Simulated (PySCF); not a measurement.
HO, SMILES `[OH]` (charge 0, multiplicity 2)

Computed with TPSSh-D3(BJ)/def2-TZVP run with PySCF.

```json
{
  "highest_occupied_spin_orbital": "-8.08 eV",
  "dipole_moment": "0.363 e·Å",
  "total_energy": "-2061.68 eV",
  "cost": "roughly 13 core-seconds"
}
```

```xyz
2

O      0.4895     0.0000     0.0000
H     -0.4895     0.0000     0.0000
```
Charge 0, spin multiplicity 2.
